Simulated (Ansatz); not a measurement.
**A workflow on CF2 (SMILES F[C]F)**

Aim: a series of 54 runs (HF/STO-3G, UHF/STO-3G, HF/3-21G, UHF/3-21G, HF/6-31G*, UHF/6-31G*, B3LYP/6-31G*, UB3LYP/6-31G*, and more) of CF2. 

Program for the calculation: Ansatz 0.2.0.

## (1) Starting point

CF2 has 3 atoms, charge 0, and is taken as a singlet. As SMILES, `F[C]F`. Geometry: relaxed at PBE0-D4/def2-TZVP. The run starts from this shape.

Bond lengths: F1–C2 1.296 Å, C2–F3 1.296 Å. Angles: F1–C2–F3 104.7°.

## (2) A geometry optimisation at HF/STO-3G (paw set gaussian, start density atoms) (run 1)

job.yaml

```yaml
crystal:
  periodic: [false, false, false]
  atoms:
    - {symbol: F, position_ang: [0.316310, 0.971410, 0.281600]}
    - {symbol: C, position_ang: [0.382340, -0.318520, 0.175150]}
    - {symbol: F, position_ang: [-0.698640, -0.652890, -0.456750]}
basis:
  gaussian:
    orbitals: STO-3G
hamiltonian:
  xc: hf
relax:
  f_tol: 0.002
output:
  orbitals: {seedname: orbitals}
```

On the command line:

```sh
$ ansatz run job.yaml --threads 1 --pin off --max-ram 3480MiB --events-out events.jsonl --progress --plain --runs-dir runs
```

The log of the run, cut to the lines that bear on the results:

```text
Warning: RAYON_NUM_THREADS=1 ignored (pool sized by the plan → 1); use --threads N
[...]
Functional definition: HF
  name "HF"
[...]
222 factors; integrals over basis functions are off by at most 4.4e-6 eV
[...]
mean field -6351.09927469 eV, -233.3985934151 hartree, gradient 4.4e-5 eV, S^2 0.000000; 0 other end points of the search recorded, 0 dependent functions left out
[...]
reference -6351.09927469 eV, -233.3985934151 hartree; 12, 12 occupied and 3, 3 virtual orbitals, 222 factors
relax step   1: F+E_penalty+E_count = -6351.09927469 eV  Δ(F+E_penalty+E_count) = +0.000e0 eV  max|allowed force component| = 1.914e0 eV/Å  Δτ_max = 0.0000 Å  (29 SCF iters, accepted)
[...]
relax step   3: F+E_penalty+E_count = -6351.15392986 eV  Δ(F+E_penalty+E_count) = -2.364e-3 eV  max|allowed force component| = 1.317e-2 eV/Å  Δτ_max = 0.0055 Å  (25 SCF iters, accepted)
[...]
relax step   4: F+E_penalty+E_count = -6351.15393285 eV  Δ(F+E_penalty+E_count) = -2.998e-6 eV  max|allowed force component| = 3.575e-4 eV/Å  Δτ_max = 0.0002 Å  (24 SCF iters, accepted)
222 factors; integrals over basis functions are off by at most 4.0e-6 eV
mean field -6351.15393285 eV, -233.4006020656 hartree, gradient 2.6e-5 eV, S^2 0.000000; 1 other end points of the search recorded, 0 dependent functions left out
[...]
reference -6351.15393285 eV, -233.4006020656 hartree; 12, 12 occupied and 3, 3 virtual orbitals, 222 factors
Total energy: -6351.15393285 eV, -233.4006020656 hartree
Atom 0 at     0.311541     0.984283     0.280400 Å, force     0.000139     0.000357     0.000116 eV/Å
Atom 1 at     0.399193    -0.332560     0.182870 Å, force     0.000111    -0.000092     0.000051 eV/Å
Atom 2 at    -0.710724    -0.651723    -0.463271 Å, force    -0.000250    -0.000265    -0.000167 eV/Å
Dipole moment:    -0.088049     0.073353    -0.040336 e Å
```

Wall time 0.51 s (1 thread of Arm Neoverse V2, shared host).

The path in brief:

| step | energy from the first frame kept (eV) | largest force (eV/Å) |
| --- | --- | --- |
| 1 | 0.0000 | 2.6412 |
| 2 | -0.0523 | 0.5442 |
| 3 | -0.0547 | 0.0138 |
| 4 | -0.0547 | 0.0004 |

After the run. Bond lengths: F1–C2 1.323 Å, C2–F3 1.323 Å. Angles: F1–C2–F3 102.7°.

## (3) Vibrational wavenumbers at HF/STO-3G (paw set gaussian, start density atoms) (run 2)

molecule.yaml

```yaml
crystal:
  periodic: [false, false, false]
  atoms:
    - {symbol: F, position_ang: [0.311541, 0.984283, 0.280400]}
    - {symbol: C, position_ang: [0.399193, -0.332560, 0.182870]}
    - {symbol: F, position_ang: [-0.710724, -0.651723, -0.463271]}
basis:
  gaussian:
    orbitals: STO-3G
phonons:
  temperatures: {t_min: 298.15, t_max: 298.15, t_step: 1}
hamiltonian:
  xc: hf
```

On the command line:

```sh
$ ansatz run molecule.yaml --threads 1 --pin off --max-ram 3480MiB --events-out events.jsonl --progress --plain --runs-dir runs
```

The log of the run, cut to the lines that bear on the results:

```text
Warning: RAYON_NUM_THREADS=1 ignored (pool sized by the plan → 1); use --threads N
[... 2 set-up lines as earlier in the session ...]
[...]
222 factors; integrals over basis functions are off by at most 3.9e-6 eV
[...]
mean field -6351.15393290 eV, -233.4006020675 hartree, gradient 5.4e-5 eV, S^2 0.000000; 0 other end points of the search recorded, 0 dependent functions left out
[...]
reference -6351.15393290 eV, -233.4006020675 hartree; 12, 12 occupied and 3, 3 virtual orbitals, 222 factors
[...]
222 factors; integrals over basis functions are off by at most 3.9e-6 eV
[...]
mean field -6351.15390482 eV, -233.4006010353 hartree, gradient 1.5e-6 eV, S^2 0.000000; 0 other end points of the search recorded, 0 dependent functions left out
[...]
reference -6351.15390482 eV, -233.4006010353 hartree; 12, 12 occupied and 3, 3 virtual orbitals, 222 factors
[...]
222 factors; integrals over basis functions are off by at most 3.9e-6 eV
[...]
mean field -6351.15380489 eV, -233.4005973631 hartree, gradient 1.7e-6 eV, S^2 0.000000; 0 other end points of the search recorded, 0 dependent functions left out
[...]
reference -6351.15380489 eV, -233.4005973631 hartree; 12, 12 occupied and 3, 3 virtual orbitals, 222 factors
[...]
222 factors; integrals over basis functions are off by at most 3.9e-6 eV
mean field -6351.15380420 eV, -233.4005973376 hartree, gradient 1.7e-6 eV, S^2 0.000000; 0 other end points of the search recorded, 0 dependent functions left out
[...]
reference -6351.15380420 eV, -233.4005973376 hartree; 12, 12 occupied and 3, 3 virtual orbitals, 222 factors
Total energy: -6351.15393290 eV, -233.4006020675 hartree
Atom 0 at     0.311541     0.984283     0.280400 Å, force     0.000145     0.000348     0.000118 eV/Å
Atom 1 at     0.399193    -0.332560     0.182870 Å, force     0.000095    -0.000079     0.000044 eV/Å
Atom 2 at    -0.710724    -0.651723    -0.463271 Å, force    -0.000240    -0.000269    -0.000162 eV/Å
Dipole moment:    -0.088048     0.073352    -0.040335 e Å
Vibrations: 690.63 1448.86 1472.73 cm⁻¹, zero-point energy 0.223929 eV
```

It took 0.51 s on 1 thread of Arm Neoverse V2, shared host.

Runs 3 to 39 aren't shown in full; the table further down has their settings and results.

## (4) The doublet cation: a geometry optimisation at UCCSD(T)/cc-pVDZ (paw set gaussian, start density atoms) (run 40)

run.yaml

```yaml
basis:
  gaussian:
    orbitals: cc-pVDZ
crystal:
  periodic: [false, false, false]
  atoms:
    - symbol: F
      position_ang: [0.320129, 0.984965, 0.285202]
    - symbol: C
      position_ang: [0.388458, -0.323617, 0.177953]
    - symbol: F
      position_ang: [-0.708577, -0.661349, -0.463155]
total_charge: 1
magnetization:
  spin_polarized: true
  initial_magnetization: 1
correlation:
  method: ccsd_t
accuracy: high
scf:
  omitted_lower_state_checks: [cluster_reference]
relax: {}
```

On the command line:

```sh
$ ansatz run run.yaml --threads 1 --pin off --max-ram 3480MiB --events-out events.jsonl --progress --plain --runs-dir runs
```

The log of the run, cut to the lines that bear on the results:

```text
Warning: RAYON_NUM_THREADS=1 ignored (pool sized by the plan → 1); use --threads N
[...]
[... 2 set-up lines as earlier in the session ...]
[...]
876 factors; integrals over basis functions are off by at most 1.7e-9 eV
[...]
mean field -6428.65547294 eV, -236.2487311315 hartree, gradient 5.1e-8 eV, S^2 0.758566; 3 other end points of the search recorded, 0 dependent functions left out
3 core orbitals not correlated: weight in the atoms' cores, before any rotation towards them, 1.000 or more for the frozen orbitals, at most 0.000 for the correlated occupied ones
reference -6428.65547294 eV, -236.2487311315 hartree; 9, 8 occupied and 30, 31 virtual orbitals, 876 factors
second order -12.99228867 eV of doubles, -0.00000000 eV of singles
cycle   1  -12.60083336 eV  change    3.9e-1 eV  update   1.3e-1
[...]
perturbative correction -0.42206271 eV, -0.0155105186 hartree
[...]
mean field -6429.90881268 eV, -236.2947905172 hartree, gradient 2.1e-8 eV, S^2 0.755854; 1 other end points of the search recorded, 0 dependent functions left out
3 core orbitals not correlated: weight in the atoms' cores, before any rotation towards them, 1.000 or more for the frozen orbitals, at most 0.000 for the correlated occupied ones
reference -6429.90881268 eV, -236.2947905172 hartree; 9, 8 occupied and 30, 31 virtual orbitals, 876 factors
second order -12.72228787 eV of doubles, -0.00000000 eV of singles
[...]
cycle  21  -12.91931810 eV  change   3.2e-11 eV  update  8.5e-10
perturbative correction -0.35762844 eV, -0.0131426029 hartree
[...]
Total energy: -6443.18575922 eV, -236.7827093033 hartree
Atom 0 at     0.401168     0.975536     0.328756 Å, force     0.000903    -0.000005     0.000497 eV/Å
Atom 1 at     0.274118    -0.228361     0.125573 Å, force    -0.001192     0.000993    -0.000546 eV/Å
Atom 2 at    -0.675275    -0.747176    -0.454329 Å, force     0.000288    -0.000988     0.000049 eV/Å
Dipole moment:     0.162127    -0.135066     0.074271 e Å
Checks for a lower state left out: cluster_reference
```

It took 84 s on 1 thread of Arm Neoverse V2, shared host; peak memory 0.25 GiB.

Steps, from the record of the run:

| step | energy from the first frame kept (eV) | largest force (eV/Å) |
| --- | --- | --- |
| 1 | 0.0000 | 8.0092 |
| 2 | -0.7007 | 4.0752 |
| 3 | -0.7617 | 3.4956 |
| 4 | -0.8999 | 0.0958 |
| 5 | -0.9000 | 0.0219 |
| 6 | -0.9000 | 0.0016 |

After the run. Bond lengths: F1–C2 1.228 Å, C2–F3 1.228 Å. Angles: F1–C2–F3 124.9°.

Runs 41 to 53 aren't shown in full; the table further down has their settings and results.

## (5) The doublet cation: a structure relaxation at UPBE-D3(BJ)/def2-TZVP (paw set gaussian, start density atoms) (run 54)

job.yaml

```yaml
crystal:
  periodic: [false, false, false]
  atoms:
    - {symbol: F, position_ang: [0.320656, 0.987511, 0.285774]}
    - {symbol: C, position_ang: [0.389857, -0.324782, 0.178593]}
    - {symbol: F, position_ang: [-0.710502, -0.662728, -0.464367]}
basis:
  gaussian: {orbitals: def2-TZVP}
total_charge: 1
magnetization: {spin_polarized: true, initial_magnetization: 1}
hamiltonian: {xc: pbe, dispersion: d3bj}
relax: {}
```

On the command line:

```sh
$ ansatz run job.yaml --threads 1 --pin off --max-ram 3480MiB --events-out events.jsonl --progress --plain --runs-dir runs
```

The log of the run, cut to the lines that bear on the results:

```text
Warning: RAYON_NUM_THREADS=1 ignored (pool sized by the plan → 1); use --threads N
[...]
Functional definition: PBE
  name "PBE"
[...]
492 factors; their error is unknown
[...]
mean field -6452.89679899 eV, -237.1395834324 hartree, gradient 3.1e-5 eV, S^2 0.753864; 0 other end points of the search recorded, 0 dependent functions left out
[...]
reference -6452.89681838 eV, -237.1395841449 hartree; 12, 11 occupied and 81, 82 virtual orbitals, 492 factors
relax step   1: F+E_penalty+E_count = -6452.91529572 eV  Δ(F+E_penalty+E_count) = +0.000e0 eV  max|allowed force component| = 5.524e0 eV/Å  Δτ_max = 0.0000 Å  (29 SCF iters, accepted)
[...]
relax step   5: F+E_penalty+E_count = -6453.75647184 eV  Δ(F+E_penalty+E_count) = -6.690e-5 eV  max|allowed force component| = 4.580e-2 eV/Å  Δτ_max = 0.0032 Å  (31 SCF iters, accepted)
[...]
relax step   6: F+E_penalty+E_count = -6453.75655345 eV  Δ(F+E_penalty+E_count) = -8.160e-5 eV  max|allowed force component| = 5.440e-4 eV/Å  Δτ_max = 0.0016 Å  (32 SCF iters, accepted)
492 factors; their error is unknown
[...]
mean field -6453.73810607 eV, -237.1705008973 hartree, gradient 4.3e-5 eV, S^2 0.752819; 1 other end points of the search recorded, 0 dependent functions left out
[...]
reference -6453.73812554 eV, -237.1705016127 hartree; 12, 11 occupied and 81, 82 virtual orbitals, 492 factors
Total energy: -6453.75657291 eV, -237.1711795412 hartree
Atom 0 at     0.400376     0.977210     0.328506 Å, force    -0.000154     0.000415    -0.000039 eV/Å
Atom 1 at     0.276534    -0.230374     0.126679 Å, force     0.000544    -0.000453     0.000249 eV/Å
Atom 2 at    -0.676899    -0.746835    -0.455185 Å, force    -0.000390     0.000038    -0.000210 eV/Å
Dipole moment:     0.134611    -0.112143     0.061666 e Å
```

It took 11 s on 1 thread of Arm Neoverse V2, shared host; peak memory 0.13 GiB.

Step by step:

| step | energy from the first frame kept (eV) | largest force (eV/Å) |
| --- | --- | --- |
| 1 | 0.0000 | 7.6221 |
| 2 | -0.6430 | 3.9581 |
| 3 | -0.7193 | 3.1680 |
| 4 | -0.8411 | 0.0989 |
| 5 | -0.8412 | 0.0566 |
| 6 | -0.8413 | 0.0008 |

After the run. Bond lengths: F1–C2 1.231 Å, C2–F3 1.231 Å. Angles: F1–C2–F3 124.6°.

## (6) The series

| run | level | task | walk f tol | partner | energy (Eh) | dipole moment (D) | wall time |
| --- | --- | --- | --- | --- | --- | --- | --- |
| 1 | HF/STO-3G (paw set gaussian, start density atoms) | optimise | 0.002 | base | -233.400602 | 0.58 | 0.51 s |
| 2 | HF/STO-3G (paw set gaussian, start density atoms) | frequencies | – | base | -233.400602 | 0.58 | 0.51 s |
| 3 | UHF/STO-3G (paw set gaussian, start density atoms) | energy | – | cation | -233.079505 | – | 0.06 s |
| 4 | UHF/STO-3G (paw set gaussian, start density atoms) | optimise | – | cation | -233.104558 | – | 0.67 s |
| 5 | HF/3-21G (paw set gaussian, start density atoms) | optimise | 0.002 | base | -235.374805 | 0.01 | 0.59 s |
| 6 | HF/3-21G (paw set gaussian, start density atoms) | frequencies | – | base | -235.374805 | 0.01 | 0.59 s |
| 7 | UHF/3-21G (paw set gaussian, start density atoms) | energy | – | cation | -234.943397 | – | 0.12 s |
| 8 | UHF/3-21G (paw set gaussian, start density atoms) | optimise | – | cation | -234.976022 | – | 1 s |
| 9 | HF/6-31G* (Cartesian functions, paw set gaussian, start density atoms) | optimise | 0.002 | base | -236.660743 | 0.38 | 1.2 s |
| 10 | HF/6-31G* (Cartesian functions, paw set gaussian, start density atoms) | frequencies | – | base | -236.660743 | 0.38 | 1.5 s |
| 11 | UHF/6-31G* (Cartesian functions, paw set gaussian, start density atoms) | energy | – | cation | -236.251539 | – | 0.22 s |
| 12 | UHF/6-31G* (Cartesian functions, paw set gaussian, start density atoms) | optimise | – | cation | -236.286880 | – | 2 s |
| 13 | B3LYP/6-31G* (Cartesian functions, paw set gaussian, start density atoms) | optimise | 0.002 | base | -237.689779 | 0.63 | 3.3 s |
| 14 | B3LYP/6-31G* (Cartesian functions, paw set gaussian, start density atoms) | frequencies | – | base | -237.689779 | 0.63 | 3.3 s |
| 15 | UB3LYP/6-31G* (Cartesian functions, paw set gaussian, start density atoms) | energy | – | cation | -237.252497 | – | 0.99 s |
| 16 | UB3LYP/6-31G* (Cartesian functions, paw set gaussian, start density atoms) | optimise | – | cation | -237.284730 | – | 7.2 s |
| 17 | PBE/def2-SVP (paw set gaussian, start density atoms) | optimise | 0.002 | base | -237.283234 | 0.89 | 2.4 s |
| 18 | PBE/def2-SVP (paw set gaussian, start density atoms) | frequencies | – | base | -237.283234 | 0.89 | 2.4 s |
| 19 | UPBE/def2-SVP (paw set gaussian, start density atoms) | energy | – | cation | -236.854806 | – | 0.75 s |
| 20 | UPBE/def2-SVP (paw set gaussian, start density atoms) | optimise | – | cation | -236.885374 | – | 5.7 s |
| 21 | MP2/6-31G* (Cartesian functions, paw set gaussian, start density atoms) | optimise | 0.002 | base | -237.111565 | 0.54 | 1.8 s |
| 22 | MP2/6-31G* (Cartesian functions, paw set gaussian, start density atoms) | frequencies | – | base | -237.111565 | 0.54 | 2.4 s |
| 23 | UMP2/6-31G* (Cartesian functions, paw set gaussian, start density atoms) | energy | – | cation | -236.682680 | – | 0.42 s |
| 24 | UMP2/6-31G* (Cartesian functions, paw set gaussian, start density atoms) | optimise | – | cation | -236.716512 | – | 3.6 s |
| 25 | CCSD(T)/def2-TZVP (paw set gaussian, start density atoms) | optimise | 0.002 | base | -237.428789 | 0.54 | 6 min |
| 26 | CCSD(T)/def2-TZVP (paw set gaussian, start density atoms) | frequencies | – | base | -237.428789 | 0.54 | 8.3 min |
| 27 | B2PLYP/cc-pVTZ (paw set gaussian, start density atoms) | optimise | 0.002 | base | -237.658221 | 0.64 | 18 s |
| 28 | B2PLYP/cc-pVTZ (paw set gaussian, start density atoms) | frequencies | – | base | -237.658221 | 0.64 | 25 s |
| 29 | UB2PLYP/cc-pVTZ (paw set gaussian, start density atoms) | energy | – | cation | -237.217867 | – | 2.2 s |
| 30 | UB2PLYP/cc-pVTZ (paw set gaussian, start density atoms) | optimise | – | cation | -237.249652 | – | 38 s |
| 31 | MP2/cc-pVTZ (paw set gaussian, start density atoms) | optimise | 0.002 | base | -237.388780 | 0.66 | 7.2 s |
| 32 | MP2/cc-pVTZ (paw set gaussian, start density atoms) | frequencies | – | base | -237.388780 | 0.66 | 9.9 s |
| 33 | UMP2/cc-pVTZ (paw set gaussian, start density atoms) | energy | – | cation | -236.950013 | – | 1.1 s |
| 34 | UMP2/cc-pVTZ (paw set gaussian, start density atoms) | optimise | – | cation | -236.982931 | – | 15 s |
| 35 | wB97M-V/def2-TZVPD (paw set gaussian, start density atoms) | optimise | 0.002 | base | -237.755502 | 0.58 | 21 s |
| 36 | wB97M-V/def2-TZVPD (paw set gaussian, start density atoms) | frequencies | – | base | -237.755502 | 0.58 | 25 s |
| 37 | CCSD(T)/cc-pVDZ (paw set gaussian, start density atoms) | optimise | 0.002 | base | -237.183566 | 0.47 | 19 s |
| 38 | CCSD(T)/cc-pVDZ (paw set gaussian, start density atoms) | frequencies | – | base | -237.183566 | 0.47 | 26 s |
| 39 | UCCSD(T)/cc-pVDZ (paw set gaussian, start density atoms) | energy | – | cation | -236.749635 | – | 2.5 s |
| 40 | UCCSD(T)/cc-pVDZ (paw set gaussian, start density atoms) | optimise | – | cation | -236.782709 | – | 84 s |
| 41 | MP2/aug-cc-pVDZ (paw set gaussian, start density atoms) | optimise | 0.002 | base | -237.210701 | 0.48 | 5.4 s |
| 42 | MP2/aug-cc-pVDZ (paw set gaussian, start density atoms) | frequencies | – | base | -237.210701 | 0.48 | 6.9 s |
| 43 | UMP2/aug-cc-pVDZ (paw set gaussian, start density atoms) | energy | – | cation | -236.765679 | – | 1.2 s |
| 44 | UMP2/aug-cc-pVDZ (paw set gaussian, start density atoms) | optimise | – | cation | -236.799874 | – | 12 s |
| 45 | PBE0/aug-cc-pVTZ (paw set gaussian, start density atoms) | optimise | 0.002 | base | -237.559882 | 0.64 | 9.3 s |
| 46 | PBE0/aug-cc-pVTZ (paw set gaussian, start density atoms) | frequencies | – | base | -237.559882 | 0.64 | 12 s |
| 47 | r2SCAN/def2-TZVP (paw set gaussian, start density atoms) | optimise | 0.002 | base | -237.701327 | 0.70 | 10 s |
| 48 | r2SCAN/def2-TZVP (paw set gaussian, start density atoms) | frequencies | – | base | -237.701327 | 0.70 | 9.3 s |
| 49 | U-r2SCAN/def2-TZVP (paw set gaussian, start density atoms) | energy | – | cation | -237.266101 | – | 3.3 s |
| 50 | U-r2SCAN/def2-TZVP (paw set gaussian, start density atoms) | optimise | – | cation | -237.298583 | – | 23 s |
| 51 | PBE-D3(BJ)/def2-TZVP (paw set gaussian, start density atoms) | optimise | 0.002 | base | -237.576429 | 0.71 | 6.3 s |
| 52 | PBE-D3(BJ)/def2-TZVP (paw set gaussian, start density atoms) | frequencies | – | base | -237.576429 | 0.71 | 5.4 s |
| 53 | UPBE-D3(BJ)/def2-TZVP (paw set gaussian, start density atoms) | energy | – | cation | -237.140264 | – | 1.3 s |
| 54 | UPBE-D3(BJ)/def2-TZVP (paw set gaussian, start density atoms) | optimise | – | cation | -237.171180 | – | 11 s |

## (7) Summary of results

| quantity | value |
| --- | --- |
| doublet cation, run 54: total energy at the end | -237.17118 Eh |
| doublet cation, run 54: dispersion energy | -1.78 kJ/mol |
| doublet cation, run 54: ⟨S²⟩ | 0.753 |
| vertical ionisation energy (to the doublet cation), HF/STO-3G | 8.737 eV |
| vertical ionisation energy (to the doublet cation), HF/3-21G | 11.739 eV |
| vertical ionisation energy (to the doublet cation), MP2/6-31G* | 11.671 eV |
| adiabatic ionisation energy (to the doublet cation, no zero-point term), HF/6-31G* | 10.173 eV |
| adiabatic ionisation energy (to the doublet cation, no zero-point term), PBE/def2-SVP | 10.826 eV |
| adiabatic ionisation energy (to the doublet cation, no zero-point term), MP2/6-31G* | 10.750 eV |
| adiabatic ionisation energy (to the doublet cation, no zero-point term), MP2/cc-pVTZ | 11.044 eV |
| adiabatic ionisation energy (to the doublet cation, no zero-point term), CCSD(T)/cc-pVDZ | 10.908 eV |

**Reading.** At HF/STO-3G: removing an electron at fixed nuclei costs 8.74 eV (201 kcal/mol). In a minimal basis such a difference can be off by several eV, whatever the method. At HF/3-21G: removing an electron at fixed nuclei costs 11.74 eV (271 kcal/mol). At MP2/6-31G*: removing an electron at fixed nuclei costs 11.67 eV (1126 kJ/mol). At HF/6-31G*: the adiabatic ionisation energy (to the doublet cation, no zero-point term) is 10.17 eV (982 kJ/mol). At PBE/def2-SVP: the adiabatic ionisation energy (to the doublet cation, no zero-point term) is 10.83 eV (250 kcal/mol). Totals of different functionals can't be ranked against each other. In runs 21, 22, 25, 26, 31, 32, 37, 38 and more the log says that unrestricted orbitals would lower the reference, so the values rest on an unstable closed-shell determinant (other closed-shell runs at this shape may share the fault). In runs 1, 2, 3, 4 the basis is minimal, so the values are rough. All runs together took 22 min, the longest 8.3 min.
